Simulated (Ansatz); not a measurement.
**O2Si: relaxing the atoms and harmonic vibrations**

Aim: for O2Si, 4 runs in a chain (relaxing the atoms and harmonic vibrations).

Program: Ansatz 0.2.0. Level of theory: MP2 on Hartree-Fock, Gaussian basis cc-pV(T+d)Z, and further levels as typed in the inputs. These are calculated values, not measurements.

## 1. The structure to begin with

Bond lengths: Si1–O2 1.520 Å, Si1–O3 1.520 Å. Angles: O2–Si1–O3 180.0°.

As a file:

```xyz
3

Si    0.0000    0.0000    0.0000
O     0.0000    0.0000    1.5200
O     0.0000    0.0000   -1.5200
```

## 2. Relaxing the atoms: O2Si

input.yaml

```yaml
relax:
  f_tol: 0.0008
  max_steps: 200
crystal:
  periodic: [false, false, false]
  atoms:
    - { symbol: Si, position_ang: [0.0, 0.0, 0.0] }
    - { symbol: O, position_ang: [0.0, 0.0, 1.52] }
    - { symbol: O, position_ang: [0.0, 0.0, -1.52] }
basis:
  gaussian: { orbitals: "cc-pV(T+d)Z.json" }
hamiltonian:
  xc: hf
correlation:
  method: mp2
```

On the command line:

```
$ ansatz run input.yaml --threads 2 --pin off --max-ram 8192MiB --backend cpu --events-out ev --progress --plain --runs-dir out
```

Output, cut to the lines that bear on the results:

```text
Warning: RAYON_NUM_THREADS=2 ignored (pool sized by the plan → 2); use --threads N
[...]
Functional definition: HF
[...]
718 factors; integrals over basis functions are off by at most 5.6e-4 eV
[...]
mean field -11938.28998034 eV, -438.7240647139 hartree, gradient 1.4e-6 eV, S^2 0.000000; 0 other end points of the search recorded, 0 dependent functions left out
7 core orbitals not correlated: weight in the atoms' cores, before any rotation towards them, 1.000 or more for the frozen orbitals, at most 0.000 for the correlated occupied ones
reference -11938.28998034 eV, -438.7240647139 hartree; 8, 8 occupied and 84, 84 virtual orbitals, 718 factors
second order -16.06081173 eV of doubles, -0.00000000 eV of singles
[...]
relax step   1: F+E_penalty+E_count = -11954.35079207 eV  Δ(F+E_penalty+E_count) = +0.000e0 eV  max|allowed force component| = 1.310e-1 eV/Å  Δτ_max = 0.0000 Å  (45 SCF iters, accepted)
[...]
relax step   2: F+E_penalty+E_count = -11954.35102363 eV  Δ(F+E_penalty+E_count) = -2.316e-4 eV  max|allowed force component| = 6.447e-2 eV/Å  Δτ_max = 0.0012 Å  (39 SCF iters, accepted)
[...]
relax step   3: F+E_penalty+E_count = -11954.35109801 eV  Δ(F+E_penalty+E_count) = -7.438e-5 eV  max|allowed force component| = 2.974e-4 eV/Å  Δτ_max = 0.0011 Å  (33 SCF iters, accepted)
[...]
718 factors; integrals over basis functions are off by at most 5.6e-4 eV
mean field -11938.27589089 eV, -438.7235469362 hartree, gradient 2.5e-6 eV, S^2 0.000000; 1 other end points of the search recorded, 0 dependent functions left out
7 core orbitals not correlated: weight in the atoms' cores, before any rotation towards them, 1.000 or more for the frozen orbitals, at most 0.000 for the correlated occupied ones
reference -11938.27589089 eV, -438.7235469362 hartree; 8, 8 occupied and 84, 84 virtual orbitals, 718 factors
second order -16.07520712 eV of doubles, -0.00000000 eV of singles
[...]
Total energy: -11954.35109801 eV, -439.3142999017 hartree
Atom 0 at    -0.000000    -0.000000     0.000000 Å, force     0.000000     0.000000    -0.000000 eV/Å
Atom 1 at     0.000000     0.000000     1.522334 Å, force    -0.000000    -0.000000     0.000297 eV/Å
Atom 2 at     0.000000    -0.000000    -1.522334 Å, force    -0.000000    -0.000000    -0.000297 eV/Å
Dipole moment:    -0.000000    -0.000000     0.000000 e Å
Checks for a lower state left out: cluster_reference
```

Run time: 4.1 s. Hardware: 2 threads of Intel Xeon Platinum 8488C (Sapphire Rapids), shared host; peak memory 0.19 GiB.

Relaxation path:

```
step  E - E(step 1) (eV)  largest force component (eV/Å)
   1              0.0000                          0.1310
   2             -0.0002                          0.0645
   3             -0.0003                          0.0003
```

Step 1 is the start.

Before: Bond lengths: Si1–O2 1.520 Å, Si1–O3 1.520 Å. Angles: O2–Si1–O3 180.0°.

After: Bond lengths: Si1–O2 1.522 Å, Si1–O3 1.522 Å. Angles: O2–Si1–O3 180.0°.

## 3. Harmonic vibrations

It takes the final geometry of step 2.

input.yaml

```yaml
crystal:
  periodic: [false, false, false]
  atoms:
    - { symbol: Si, position_ang: [0.0, 0.0, 0.0] }
    - { symbol: O, position_ang: [0.0, 0.0, 1.52233403] }
    - { symbol: O, position_ang: [0.0, 0.0, -1.52233403] }
basis:
  gaussian: { orbitals: "cc-pV(T+d)Z.json" }
hamiltonian:
  xc: hf
correlation:
  method: mp2
phonons: {}
```

On the command line:

```
$ ansatz run input.yaml --threads 2 --pin off --max-ram 8192MiB --backend cpu --events-out ev --progress --plain --runs-dir out
```

Output, cut to the lines that bear on the results:

```text
Warning: RAYON_NUM_THREADS=2 ignored (pool sized by the plan → 2); use --threads N
[...]
[... 1 set-up line as earlier in the session ...]
[...]
718 factors; integrals over basis functions are off by at most 5.6e-4 eV
[...]
mean field -11938.27589088 eV, -438.7235469356 hartree, gradient 1.3e-6 eV, S^2 0.000000; 0 other end points of the search recorded, 0 dependent functions left out
7 core orbitals not correlated: weight in the atoms' cores, before any rotation towards them, 1.000 or more for the frozen orbitals, at most 0.000 for the correlated occupied ones
reference -11938.27589088 eV, -438.7235469356 hartree; 8, 8 occupied and 84, 84 virtual orbitals, 718 factors
second order -16.07520711 eV of doubles, -0.00000000 eV of singles
[...]
718 factors; integrals over basis functions are off by at most 5.6e-4 eV
[...]
mean field -11938.28343007 eV, -438.7238239959 hartree, gradient 1.9e-6 eV, S^2 0.000000; 0 other end points of the search recorded, 0 dependent functions left out
7 core orbitals not correlated: weight in the atoms' cores, before any rotation towards them, 1.000 or more for the frozen orbitals, at most 0.000 for the correlated occupied ones
reference -11938.28343007 eV, -438.7238239959 hartree; 8, 8 occupied and 84, 84 virtual orbitals, 718 factors
second order -16.06749235 eV of doubles, -0.00000000 eV of singles
[...]
Total energy: -11954.35109799 eV, -439.3142999008 hartree
Atom 0 at     0.000000     0.000000     0.000000 Å, force    -0.000000     0.000000     0.000000 eV/Å
Atom 1 at     0.000000     0.000000     1.522334 Å, force     0.000000    -0.000000     0.000297 eV/Å
Atom 2 at     0.000000     0.000000    -1.522334 Å, force     0.000000     0.000000    -0.000297 eV/Å
Dipole moment:    -0.000000     0.000000    -0.000000 e Å
Vibrations: 290.35 290.35 972.62 1423.53 cm⁻¹, zero-point energy 0.184541 eV
Checks for a lower state left out: cluster_reference
```

It took 12 s on 2 threads of Intel Xeon Platinum 8488C (Sapphire Rapids), shared host; peak memory 0.19 GiB.

Harmonic frequencies from the force constants, with rigid motions projected out (i: imaginary):

```csv
mode,cm⁻¹
1,291
2,291
3,973
4,1425
```

## 4. Relaxing the atoms: CCSD(T) on Hartree-Fock, Gaussian basis cc-pV(T+d)Z

input.yaml

```yaml
relax:
  f_tol: 0.0008
  max_steps: 200
crystal:
  periodic: [false, false, false]
  atoms:
    - { symbol: Si, position_ang: [0.0, 0.0, 0.0] }
    - { symbol: O, position_ang: [0.0, 0.0, 1.52] }
    - { symbol: O, position_ang: [0.0, 0.0, -1.52] }
basis:
  gaussian: { orbitals: "cc-pV(T+d)Z.json" }
hamiltonian:
  xc: hf
correlation:
  method: ccsd_t
```

On the command line:

```
$ ansatz run input.yaml --threads 2 --pin off --max-ram 8192MiB --backend cpu --events-out ev --progress --plain --runs-dir out
```

Output, cut to the lines that bear on the results:

```text
Warning: RAYON_NUM_THREADS=2 ignored (pool sized by the plan → 2); use --threads N
[...]
[... 1 set-up line as earlier in the session ...]
[...]
718 factors; integrals over basis functions are off by at most 5.6e-4 eV
[...]
mean field -11938.28998034 eV, -438.7240647139 hartree, gradient 1.4e-6 eV, S^2 0.000000; 0 other end points of the search recorded, 0 dependent functions left out
7 core orbitals not correlated: weight in the atoms' cores, before any rotation towards them, 1.000 or more for the frozen orbitals, at most 0.000 for the correlated occupied ones
reference -11938.28998034 eV, -438.7240647139 hartree; 8, 8 occupied and 84, 84 virtual orbitals, 718 factors
second order -16.06081173 eV of doubles, -0.00000000 eV of singles
cycle   1  -14.98884478 eV  change     1.1e0 eV  update   1.5e-1
[...]
perturbative correction -0.80325282 eV, -0.0295189966 hartree
[...]
mean field -11938.31581952 eV, -438.7250142864 hartree, gradient 1.1e-6 eV, S^2 0.000000; 1 other end points of the search recorded, 0 dependent functions left out
7 core orbitals not correlated: weight in the atoms' cores, before any rotation towards them, 1.000 or more for the frozen orbitals, at most 0.000 for the correlated occupied ones
reference -11938.31581952 eV, -438.7250142864 hartree; 8, 8 occupied and 84, 84 virtual orbitals, 718 factors
second order -16.03258397 eV of doubles, -0.00000000 eV of singles
[...]
cycle  11  -15.68019489 eV  change   -9.6e-7 eV  update   4.3e-6
[...]
perturbative correction -0.79762975 eV, -0.0293123528 hartree
[...]
Total energy: -11954.79364417 eV, -439.3305631729 hartree
Atom 0 at     0.000000    -0.000000     0.000000 Å, force     0.000000    -0.000000    -0.000000 eV/Å
Atom 1 at    -0.000000     0.000000     1.515426 Å, force     0.000000     0.000000     0.000011 eV/Å
Atom 2 at     0.000000     0.000000    -1.515426 Å, force    -0.000000     0.000000    -0.000011 eV/Å
Dipole moment:     0.000000     0.000000    -0.000000 e Å
```

Wall time 51 s (2 threads of Intel Xeon Platinum 8488C (Sapphire Rapids), shared host); peak memory 0.52 GiB.

Step by step:

```
step  E - E(step 1) (eV)  largest force component (eV/Å)
   1              0.0000                          0.2580
   2             -0.0009                          0.1273
   3             -0.0012                          0.0013
   4             -0.0012                          0.0013
   5             -0.0012                          0.0000
```

Step 1 is the start. Step 4 was tried and not accepted.

Before: Bond lengths: Si1–O2 1.520 Å, Si1–O3 1.520 Å. Angles: O2–Si1–O3 180.0°.

After: Bond lengths: Si1–O2 1.515 Å, Si1–O3 1.515 Å. Angles: O2–Si1–O3 180.0°.

## 5. Harmonic vibrations

It takes the final geometry of step 4.

input.yaml

```yaml
crystal:
  periodic: [false, false, false]
  atoms:
    - { symbol: Si, position_ang: [0.0, 0.0, 0.0] }
    - { symbol: O, position_ang: [0.0, 0.0, 1.51542607] }
    - { symbol: O, position_ang: [0.0, 0.0, -1.51542607] }
basis:
  gaussian: { orbitals: "cc-pV(T+d)Z.json" }
hamiltonian:
  xc: hf
correlation:
  method: ccsd_t
phonons: {}
```

On the command line:

```
$ ansatz run input.yaml --threads 2 --pin off --max-ram 8192MiB --backend cpu --events-out ev --progress --plain --runs-dir out
```

Output, cut to the lines that bear on the results:

```text
Warning: RAYON_NUM_THREADS=2 ignored (pool sized by the plan → 2); use --threads N
[...]
[... 1 set-up line as earlier in the session ...]
[...]
718 factors; integrals over basis functions are off by at most 5.6e-4 eV
[...]
mean field -11938.31581954 eV, -438.7250142868 hartree, gradient 1.2e-6 eV, S^2 0.000000; 0 other end points of the search recorded, 0 dependent functions left out
7 core orbitals not correlated: weight in the atoms' cores, before any rotation towards them, 1.000 or more for the frozen orbitals, at most 0.000 for the correlated occupied ones
reference -11938.31581954 eV, -438.7250142868 hartree; 8, 8 occupied and 84, 84 virtual orbitals, 718 factors
second order -16.03258396 eV of doubles, -0.00000000 eV of singles
cycle   1  -14.97794094 eV  change     1.1e0 eV  update   1.5e-1
[...]
perturbative correction -0.79762973 eV, -0.0293123521 hartree
[...]
718 factors; integrals over basis functions are off by at most 5.6e-4 eV
[...]
7 core orbitals not correlated: weight in the atoms' cores, before any rotation towards them, 1.000 or more for the frozen orbitals, at most 0.000 for the correlated occupied ones
reference -11938.31548077 eV, -438.7250018374 hartree; 8, 8 occupied and 84, 84 virtual orbitals, 718 factors
second order -16.03256120 eV of doubles, -0.00000000 eV of singles
[...]
perturbative correction -0.79762751 eV, -0.0293122702 hartree
[...]
718 factors; integrals over basis functions are off by at most 5.6e-4 eV
mean field -11938.31548077 eV, -438.7250018374 hartree, gradient 1.6e-6 eV, S^2 0.000000; 0 other end points of the search recorded, 0 dependent functions left out
7 core orbitals not correlated: weight in the atoms' cores, before any rotation towards them, 1.000 or more for the frozen orbitals, at most 0.000 for the correlated occupied ones
reference -11938.31548077 eV, -438.7250018374 hartree; 8, 8 occupied and 84, 84 virtual orbitals, 718 factors
second order -16.03256120 eV of doubles, -0.00000000 eV of singles
[...]
cycle   4  -15.68283052 eV  change    2.6e-2 eV  update   6.7e-3
```

## 6. The output, continued: cct-v

Output, continued, cut to the lines that bear on the results:

```text
cycle   5  -15.67961073 eV  change    3.2e-3 eV  update   1.9e-3
[...]
perturbative correction -0.79762760 eV, -0.0293122735 hartree
[...]
718 factors; integrals over basis functions are off by at most 5.6e-4 eV
mean field -11938.31580920 eV, -438.7250139070 hartree, gradient 1.9e-6 eV, S^2 0.000000; 0 other end points of the search recorded, 0 dependent functions left out
7 core orbitals not correlated: weight in the atoms' cores, before any rotation towards them, 1.000 or more for the frozen orbitals, at most 0.000 for the correlated occupied ones
reference -11938.31580920 eV, -438.7250139070 hartree; 8, 8 occupied and 84, 84 virtual orbitals, 718 factors
second order -16.03259142 eV of doubles, -0.00000000 eV of singles
[...]
perturbative correction -0.79763122 eV, -0.0293124069 hartree
[...]
718 factors; integrals over basis functions are off by at most 5.6e-4 eV
[...]
7 core orbitals not correlated: weight in the atoms' cores, before any rotation towards them, 1.000 or more for the frozen orbitals, at most 0.000 for the correlated occupied ones
reference -11938.32238044 eV, -438.7252553955 hartree; 8, 8 occupied and 84, 84 virtual orbitals, 718 factors
second order -16.02486081 eV of doubles, -0.00000000 eV of singles
[...]
cycle  11  -15.67498627 eV  change    3.2e-6 eV  update   4.6e-6
[...]
perturbative correction -0.79609760 eV, -0.0292560472 hartree
[...]
Total energy: -11954.79364410 eV, -439.3305631706 hartree
Atom 0 at     0.000000     0.000000     0.000000 Å, force     0.000000    -0.000000     0.000000 eV/Å
Atom 1 at     0.000000     0.000000     1.515426 Å, force     0.000000     0.000000     0.000011 eV/Å
Atom 2 at     0.000000     0.000000    -1.515426 Å, force    -0.000000    -0.000000    -0.000011 eV/Å
Dipole moment:     0.000000     0.000000    -0.000000 e Å
Vibrations: 290.48 290.48 985.94 1431.35 cm⁻¹, zero-point energy 0.185867 eV
```

It took 1.8 min on 2 threads of Intel Xeon Platinum 8488C (Sapphire Rapids), shared host; peak memory 0.52 GiB.

Harmonic frequencies from the force constants, with rigid motions projected out (i: imaginary):

```csv
mode,cm⁻¹
1,291
2,291
3,986
4,1433
```

## 7. Summary of results

| step | level | energy above the lowest (eV) | charge | 2S+1 typed | ⟨S²⟩ | dipole (D) | time |
| --- | --- | --- | --- | --- | --- | --- | --- |
| 2 | MP2 on Hartree-Fock, Gaussian basis cc-pV(T+d)Z | 0.000 | 0 | 1 | 0.00 | 0.00 | 4.1 s |
| 3 | MP2 on Hartree-Fock, Gaussian basis cc-pV(T+d)Z | 0.000 | 0 | 1 | 0.00 | 0.00 | 12 s |
| 4 | CCSD(T) on Hartree-Fock, Gaussian basis cc-pV(T+d)Z | 0.000 | 0 | 1 | 0.00 | 0.00 | 51 s |
| 5 | CCSD(T) on Hartree-Fock, Gaussian basis cc-pV(T+d)Z | 0.000 | 0 | 1 | 0.00 | 0.00 | 1.8 min |

Energies compare only among runs of one formula, size, charge, level and basis; each such set counts from its lowest member.

```
                     quantity             value
harmonic frequencies (step 3)  291 to 1425 cm⁻¹
   zero-point energy (step 3)          0.185 eV
harmonic frequencies (step 5)  291 to 1433 cm⁻¹
   zero-point energy (step 5)          0.186 eV
```

What this shows: In step 3 all modes are real: a minimum. In step 5 all modes are real: a minimum.
